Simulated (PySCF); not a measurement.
**Basis-set dependence of NaP⁺ at CCSD(T)**

PySCF, UHF reference; quartet, unpaired electrons σ ↑, π ↑↑; De to Na⁺ + P without counterpoise correction. Frozen cores follow the default of each basis and core potential.

```json
{"basis": "def2-SVP", "relativity": "no relativity", "functions": "33", "Re (Å)": "3.158", "ωe (cm⁻¹)": "121", "De (eV)": "0.24", "frozen orbitals": "6"}
{"basis": "pcseg-2", "relativity": "no relativity", "functions": "53", "Re (Å)": "3.005", "ωe (cm⁻¹)": "143", "De (eV)": "0.22", "frozen orbitals": "6"}
{"basis": "aug-cc-pVDZ/aug-cc-pV(D+d)Z", "relativity": "no relativity", "functions": "59", "Re (Å)": "3.200", "ωe (cm⁻¹)": "111", "De (eV)": "0.21", "frozen orbitals": "6"}
```

(1) How does each smaller set differ from the one with most functions, aug-cc-pVDZ/aug-cc-pV(D+d)Z?

Correlated steps freeze 6 core orbitals. The bond is weak. Basis-set superposition, not corrected here, can be much of De in a small basis, most of all at correlated wavefunction levels. For an ion De counts to the pair picked by the measured ionisation energies or electron affinities, which need not be the lowest pair at this level. The state was picked by a PBE0 search and need not be the measured ground state.

## Answers

(1) def2-SVP: -4.2 pm, +9.0 % in ωe, +0.03 eV in De; pcseg-2: -19.5 pm, +28.8 % in ωe, +0.01 eV in De. All at CCSD(T); the set with most functions is neither the basis-set limit nor always the best.
